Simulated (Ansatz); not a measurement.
Process, species as SMILES: [OH] (OH) → OH+ (triplet, bonded as [OH]) + e-
B3LYP-D3(BJ)/def2-TZVP geometries, fixed; electronic energies without zero-point terms.

Energies in hartree at MP2 with Ansatz (a program for electronic structure); the adiabatic ionisation energy is their sum with the coefficients shown, times 27.2114 eV a hartree. All functions are spherical. Cores are frozen. Open shells are unrestricted. No added dispersion term, no relativity.

```tsv
species	coefficient	part	cc-pVDZ	cc-pVTZ	cc-pVQZ
[OH] (OH)	-1	Hartree-Fock	-75.39364	-75.41896	-75.42557
[OH] (OH)	-1	correlation	-0.14921	-0.19987	-0.21789
OH+ (triplet, bonded as [OH])	+1	Hartree-Fock	-74.98296	-75.00336	-75.00886
OH+ (triplet, bonded as [OH])	+1	correlation	-0.10764	-0.14440	-0.15714
```

**Question.** Predict the adiabatic ionisation energy in cc-pV5Z (X = 5): let each Hartree-Fock step shrink by the ratio of the last two, and fit each correlation energy at X = 3 and 4 to E + A/X^3. Compare with the run.

**Answer.** 
- [OH] (OH): steps -0.02532 and -0.00661, ratio 0.261, so Hartree-Fock -75.42730 (run: -75.42742); A = (-0.19987 - (-0.21789))/(1/27 - 1/64) = 0.8416, correlation -0.21789 - A/64 + A/125 = -0.22431 (run: -0.22534).
- OH+ (triplet, bonded as [OH]): steps -0.02040 and -0.00550, ratio 0.270, so Hartree-Fock -75.01035 (run: -75.01026); A = (-0.14440 - (-0.15714))/(1/27 - 1/64) = 0.5950, correlation -0.15714 - A/64 + A/125 = -0.16168 (run: -0.16234).
Predicted 13.05 eV; the run in cc-pV5Z gives 13.07, a miss of -0.02. Keeping the value in cc-pVQZ, 12.99, would miss by -0.08.
